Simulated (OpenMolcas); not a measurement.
## A ladder of methods for Si2H6O (disilanol)

Si2H6O: 9 atoms, total charge 0, spin state singlet. As SMILES, `O[SiH2][SiH3]`. Geometry: relaxed at PBE0-D4/def2-TZVP. This is one conformer, not always the lowest.

Quantity: the HOMO–LUMO gap, in eV. The values are calculated.

```tsv
level	kind	program	value (eV)
HF/def2-SVPD	Hartree–Fock	OpenMolcas	12.85
SVWN5/def2-SVPD	LDA	OpenMolcas	5.25
BLYP/def2-SVPD	GGA	OpenMolcas	5.35
M06-L/def2-SVPD	meta-GGA	OpenMolcas	6.08
r2SCAN/def2-SVPD	meta-GGA	OpenMolcas	6.01
B3LYP/def2-SVPD	global hybrid	OpenMolcas	6.98
M06-2X/def2-SVPD	hybrid meta-GGA	OpenMolcas	9.13
B2PLYP/def2-SVPD	double hybrid	OpenMolcas	9.49
```

The values span 5.25 to 12.85 eV. Orbital gaps aren't excitation energies, and those of double hybrids come from the SCF part alone; they tend to grow with the share of exact exchange.
